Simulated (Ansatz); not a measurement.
# How methods differ on C2F3 (SMILES F[C]=C(F)F)

C2F3: 5 atoms, total charge 0, spin state doublet. As SMILES, `F[C]=C(F)F`. The shape was relaxed beforehand at B3LYP/def2-SVP.

| atom | x (Å) | y (Å) | z (Å) |
| --- | --- | --- | --- |
| F | 0.5828 | -1.0384 | 1.5220 |
| C | 0.5099 | 0.0372 | 0.7914 |
| C | -0.1287 | 0.2495 | -0.3476 |
| F | -0.8541 | -0.6531 | -0.9879 |
| F | -0.1099 | 1.4049 | -0.9778 |

Each level gives the dissociation energy of the C3–C2 bond into singlet CF2 and doublet CF (shapes relaxed at B3LYP/def2-SVP, no zero-point term) (eV). The values are calculated.

```csv
level,kind,program,value (eV),less CCSD(T)/def2-SVP,CPU time (all runs)
UHF/def2-SVP,Hartree–Fock,Ansatz,2.62,-0.33,0.68 s
UPBE/def2-SVP,GGA,Ansatz,3.61,+0.66,1.8 s
U-r2SCAN/def2-SVP,meta-GGA,Ansatz,3.60,+0.65,3.6 s
UB3LYP/def2-SVP,global hybrid,Ansatz,3.27,+0.32,1.9 s
UPBE0-D4/def2-SVP,global hybrid,Ansatz,3.62,+0.67,2 s
UCAM-B3LYP/def2-SVP,range-separated hybrid,Ansatz,3.31,+0.36,2.4 s
UB2PLYP/def2-SVP,double hybrid,Ansatz,3.17,+0.22,2.5 s
RPA@PBE/def2-SVP,RPA,Ansatz,2.50,-0.45,2.7 s
UMP2/def2-SVP,perturbation theory,Ansatz,2.96,+0.01,0.93 s
UCCSD(T)/def2-SVP,coupled cluster or CI,Ansatz,2.95,0.00,9.5 s
```

Differences are taken from UCCSD(T)/def2-SVP for orientation; it has basis-set and higher-order errors of its own. The values span 2.50 to 3.62 eV. Spin contamination of the reference (⟨S²⟩ at least 0.1 too high) touches UHF/def2-SVP, UMP2/def2-SVP, UCCSD(T)/def2-SVP. Hartree–Fock misses the correlation of the electron pair that is broken and comes out low. A fragment with an even electron count was run as a singlet and may have a lower triplet. Measured bond enthalpies also hold zero-point and thermal terms, a few tenths of an eV less. CPU times are rough (shared hosts, several kinds of processor): they show what a rung costs within a factor of a few.
